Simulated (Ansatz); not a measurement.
# C2H5FS: basis-set convergence

How large a basis does C2H5FS need? Two functionals are run in growing sets.

The runs use Ansatz 0.2.0, Gaussian basis; one geometry, several basis sets.

The runs, in order: PBE0-D4/def2-SVP; ωB97M-V/def2-SVP; PBE0-D4/def2-QZVPP; ωB97M-V/def2-QZVPP; the functionals' def2-TZVPP values are taken from earlier runs.

**1. Structure used throughout**

All runs share one geometry, relaxed beforehand with PBE0-D4 in a triple-zeta def2 set.

SMILES `CSCF`, 9 atoms, charge 0, spin multiplicity 1.

Atoms are counted from 1 here; the program's logs count them from 0.

Bond lengths: C1–S2 1.799 Å, C1–H5 1.091 Å, C1–H6 1.089 Å, C1–H7 1.090 Å, S2–C3 1.777 Å, C3–F4 1.381 Å, C3–H8 1.092 Å, C3–H9 1.093 Å. Angles: S2–C1–H5 111.1°, S2–C1–H6 110.8°, S2–C1–H7 106.9°, H5–C1–H6 110.3°, H5–C1–H7 108.9°, H6–C1–H7 108.9°, C1–S2–C3 99.9°, S2–C3–F4 113.2°, S2–C3–H8 106.9°, S2–C3–H9 110.7°, F4–C3–H8 108.5°, F4–C3–H9 107.4°, H8–C3–H9 110.2°.

**2. PBE0-D4 in def2-SVP**

Input file in.yaml:

```yaml
crystal:
  periodic: [false, false, false]
  atoms:
    - {symbol: C, position_ang: [-0.632991, 1.035957, 0.624993]}
    - {symbol: S, position_ang: [0.089444, 0.664657, -0.980338]}
    - {symbol: C, position_ang: [0.607522, -1.012136, -0.701235]}
    - {symbol: F, position_ang: [1.696291, -1.111053, 0.142677]}
    - {symbol: H, position_ang: [-1.475898, 0.376354, 0.837517]}
    - {symbol: H, position_ang: [0.115323, 0.957791, 1.412957]}
    - {symbol: H, position_ang: [-0.992402, 2.064107, 0.580512]}
    - {symbol: H, position_ang: [0.884184, -1.424293, -1.674203]}
    - {symbol: H, position_ang: [-0.203072, -1.597784, -0.260081]}
basis:
  gaussian: {orbitals: def2-SVP}
hamiltonian: {xc: pbe0, dispersion: d4}
output: {orbitals: {seedname: orbitals}}
```

Run with:

```console
$ ansatz run in.yaml --threads 2 --pin off --events-out ev --progress --plain --max-ram 4352MiB
```

Further steps of the session: ωB97M-V in def2-SVP; PBE0-D4 in def2-QZVPP; ωB97M-V in def2-QZVPP.

**Question.** What will the summary of the whole plan be? Wanted: PBE0-D4: double and triple zeta above quadruple; ωB97M-V: double and triple zeta above quadruple.

As calculated:

| quantity | value |
| --- | --- |
| PBE0-D4: double and triple zeta above quadruple | 10.27, 0.60 eV |
| ωB97M-V: double and triple zeta above quadruple | 10.45, 0.59 eV |

What this shows: PBE0-D4 gains 9.67 eV from double to triple zeta, then 0.60 eV more. Total energies overstate the basis error of differences, where much of it tends to cancel. The LUMO of ωB97M-V is positive and keeps falling with the basis (3.45 to 1.85 eV): an unbound level that the basis holds in place.
